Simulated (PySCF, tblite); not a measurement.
Species: nitric acid, HNO3.
Z-matrix (Å and degrees, GFN2-xTB geometry), rows numbered from 1:
```
O 
N   1  1.1854
O   2  1.1746  1  130.37
O   2  1.3910  1  115.28  3  -180.00
H   4  0.9726  2  111.02  1     0.16
```

Method used: PBE0/pcSseg-1 in PySCF (dipole) on a GFN2-xTB geometry, gas phase.

Masses are those of the commonest isotopes; rigid-rotor values at the optimised geometry. The values belong to one conformer with, in the numbering `[O:1]=[N+:2]([O-:3])[OH:4]`, O1–N2–O4–H 0°.

Q: Give the principal moments of inertia and the rotational constants in MHz.

A: Ia = 37.19, Ib = 41.12, Ic = 78.30 u·Å²; 505379 MHz·u·Å²/I gives A = 13591, B = 12291, C = 6454 MHz.

Q: What kind of rotor is it?

A: An asymmetric top; Ray's κ = 0.636.

Q: Is it planar, by Δ = Ic − Ia − Ib?

A: Planar: Δ = Ic − Ia − Ib = 0.00 u·Å². For a rigid frame Δ = −2 Σ m c², so it vanishes when all atoms lie in the ab plane; here none is more than 0.01 Å from it.

Q: List the rotational levels J(Ka,Kc) to J = 3 (K).

A: Above 0(0,0), as E/k:
J = 1: 1(0,1) 0.900, 1(1,1) 0.962, 1(1,0) 1.242
J = 2: 2(0,2) 2.472, 2(1,2) 2.481, 2(1,1) 3.322, 2(2,1) 3.509, 2(2,0) 3.736
J = 3: 3(0,3) 4.645, 3(1,3) 4.646, 3(1,2) 6.162, 3(2,2) 6.208, 3(2,1) 6.961, 3(3,1) 7.334, 3(3,0) 7.498

Q: Which types of transition are allowed, and where do some lines up to J = 3 fall?

A: The dipole components are |μa| = 2.33 D, |μb| = 0.90 D, |μc| = 0.00 D; the mirror of this Cs structure is the ab plane, so μc vanishes by symmetry and there are no c-type lines. The squared components, which scale the intensities, stand as 1.00 : 0.15 (a : b). Some lines, for components of 0.1 D or more:

```
type  branch         J(Ka,Kc)    MHz  lower level (cm⁻¹)
   a       Q  1(1,0) ← 1(1,1)   5837               0.669
   b       Q  2(2,0) ← 2(1,1)   8630               2.309
   b       Q  3(3,0) ← 3(2,1)  11196               4.838
   a       Q  3(2,1) ← 3(2,2)  15693               4.314
   a       Q  2(1,1) ← 2(1,2)  17511               1.724
   b       Q  2(1,1) ← 2(0,2)  17705               1.718
   b       R  1(1,1) ← 0(0,0)  20045               0.000
   a       R  2(1,2) ← 1(1,1)  31654               0.669
   b       Q  3(2,2) ← 3(1,3)  32547               3.229
   a       R  2(0,2) ← 1(0,1)  32760               0.625
   b       R  2(1,2) ← 1(0,1)  32953               0.625
   a       R  2(1,1) ← 1(1,0)  43328               0.863
   b       R  3(0,3) ← 2(1,2)  45080               1.724
   b       R  2(2,1) ← 1(1,0)  47227               0.863
   a       R  3(2,2) ← 2(2,1)  56236               2.439
   b       R  3(2,2) ← 2(1,1)  60135               2.309
   a       R  3(2,1) ← 2(2,0)  67198               2.596
   b       R  3(3,1) ← 2(2,0)  74977               2.596
   b       R  3(2,1) ← 2(1,2)  93339               1.724
```

Its GFN2-xTB frequencies are all real (lowest 479 cm⁻¹). Constants of a rigid frame at the computed geometry: no zero-point averaging, no centrifugal distortion. Quadrupole hyperfine structure (14N) is left out.

The run took 8.7 s (grids of density and orbitals included) on one thread, x86-64 server, no GPU (shared host). This is the PBE0/pcSseg-1 job that gave the dipole, with the shieldings it also computed.
